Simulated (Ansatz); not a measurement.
# Atomization energies of 7 species: errors by method

Ansatz 0.2.0, basis cc-pVTZ; geometries are PBE0/def2-TZVP minima. Wave-function levels freeze the cores; HF, MP2 and coupled cluster are restricted for singlets and unrestricted otherwise, atoms included. The reference is CCSDT(Q) (coupled cluster only where its series has nearly closed). An error is the level's value less the reference. None of these values is a measured one. Energies are electronic, without zero-point terms. No spin–orbit coupling and no scalar relativity. The species are chosen: bound, without strong static correlation by their natural occupations or amplitudes, in their lowest spin state as far as vertical gaps and like structures tell, and with a ladder that closes on the reference, so errors are smaller than for species at large; levels whose determinant breaks symmetry or spin markedly are left out.

| species | quantity | reference | value (kJ/mol) | error HF | error MP2 | error CCSD | error CCSD(T) | error CCSDT |
| --- | --- | --- | --- | --- | --- | --- | --- | --- |
| HNC, singlet (C–N 1.163, N–H 0.997, angle at N 180°) | atomization | CCSDT(Q) | 1197.9 | -408.6 | 35.4 | -34.7 | -1.1 | -2.7 |
| HBe–BeH, singlet (Be–Be 2.105, Be–H 1.348, angles at Be 180°, angles at Be 180°) | atomization | CCSDT(Q) | 718.1 | -81.2 | 17.2 | -6.3 | -1.4 | -0.2 |
| HB–NH, singlet (B–N 1.233, B–H 1.172, N–H 0.991, angles at N 180°, angles at B 180°) | atomization | CCSDT(Q) | 1427.8 | -394.0 | 37.4 | -29.4 | -1.0 | -2.3 |
| HOP, triplet (O–P 1.634, O–H 0.963, angle at O 115°) | atomization | CCSDT(Q) | 769.9 | -286.4 | 19.7 | -19.9 | -0.6 | -1.5 |
| H2N–CH3, singlet (C–N 1.453, N–H 1.012, C–H 1.092/1.100, angles at C 107/108/109/115°, angles at N 107/111°) | atomization | CCSDT(Q) | 2368.4 | -630.5 | 3.5 | -27.5 | -0.2 | -1.3 |
| HB–AlH2, doublet (B–Al 2.037, B–H 1.188, Al–H 1.587, angles at Al 118/123°, angles at B 180°) | atomization | CCSDT(Q) | 1138.4 | -204.1 | -8.6 | -8.2 | -1.3 | -0.5 |
| HON, triplet (N–O 1.310, O–H 0.972, angle at O 109°) | atomization | CCSDT(Q) | 713.1 | -345.2 | 12.4 | -25.7 | -1.6 | -1.7 |

```
  level  mean absolute error (kJ/mol)  mean signed error     largest error
CCSD(T)                           1.0               -1.0        -1.6 (HON)
  CCSDT                           1.5               -1.5        -2.7 (HNC)
    MP2                          19.2               16.7      37.4 (HB–NH)
   CCSD                          21.7              -21.7       -34.7 (HNC)
     HF                         335.7             -335.7  -630.5 (H2N–CH3)
```

Errors of one sign throughout: HF (too low), CCSD (too low), CCSD(T) (too low), CCSDT (too low).
